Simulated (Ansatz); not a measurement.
**MgPH (triplet): wave-function methods side by side, def2-QZVPP**

An exercise on one series of results from a longer session: the logs are not shown, and one member is left open.

Method: def2-QZVPP, core rule «outside noble gas», up to 10 orbitals frozen; program: Ansatz 0.2.0, Gaussian basis.

The runs, in order: UHF; ROHF; CCSD(T) on UHF.

2 further runs of the same task are left out: 2 set aside as unsound or not needed.

### The geometry

The geometry is a PBE0/def2-TZVP stationary point (not a proven minimum).

3 atoms, charge 0, spin multiplicity 3.

Atoms are counted from 1 here; the program's logs count them from 0.

Bond lengths: P1–Mg2 2.462 Å, Mg2–H3 1.704 Å. Angles: P1–Mg2–H3 180.0°.

As a file:

```
P     0.00000    0.00000    2.20962
Mg    0.00000    0.00000   -0.25268
H     0.00000    0.00000   -1.95694
```

Set-up of the first run:

in.yaml

```yaml
crystal:
  periodic: [false, false, false]
  atoms:
    - {symbol: P, position_ang: [0.000000, 0.000000, 2.209624]}
    - {symbol: Mg, position_ang: [0.000000, 0.000000, -0.252681]}
    - {symbol: H, position_ang: [0.000000, 0.000000, -1.956943]}
basis:
  gaussian: {orbitals: "def2-QZVPP.json"}
magnetization: {spin_polarized: true, initial_magnetization: 2}
hamiltonian: {xc: hf}
output: {orbitals: {seedname: orbitals}}
```

Command:

```bash
ansatz run in.yaml --threads 1 --pin off --events-out ev --progress --plain --max-ram 2393MiB
```

Among the steps run: UHF; ROHF; CCSD(T) on UHF.

One of the session's tables, all rows but one given; the rest of the session is left out.

```
  method  from UCCSD(T) (meV)
    ROHF              +5181.9
     UHF              +5027.0
    UMP2                    ?
   UCCSD               +195.9
UCCSD(T)                    0
```

Q: Estimate the row for UMP2 from the others.

As computed: from UCCSD(T) (meV): +951.3. In the column «from UCCSD(T) (meV)» it lies between UCCSD (+195.9) and UHF (+5027.0).
